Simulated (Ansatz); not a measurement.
This Ansatz (a first-principles code) input (PBE0/6-311++G(3df,3pd)) gives -534.72198 Eh with 86 basis functions. A basis named .json is the Basis Set Exchange file of that set (core-valence sets with the plain set on hydrogen).

Ansatz 0.2 input:
```yaml
crystal:
  periodic: [false, false, false]
  atoms:
    - {symbol: Cl, position_ang: [-0.00000000, -0.00000000, -0.47382943]}
    - {symbol: O, position_ang: [0.00000000, 0.00000000, 1.00688754]}
basis:
  gaussian:
    orbitals: 6-311++G_3df_3pd_.json
hamiltonian:
  xc: {name: PBE0}
total_charge: 1
magnetization: {spin_polarized: true, initial_magnetization: 2}
```

Change:
```diff
- orbitals: 6-311++G_3df_3pd_.json
+ orbitals: def2-TZVP
```

Question: What does the run give now?

Answer: -534.72723 Eh (PBE0/def2-TZVP, 68 functions), a change of -5.25 mEh.
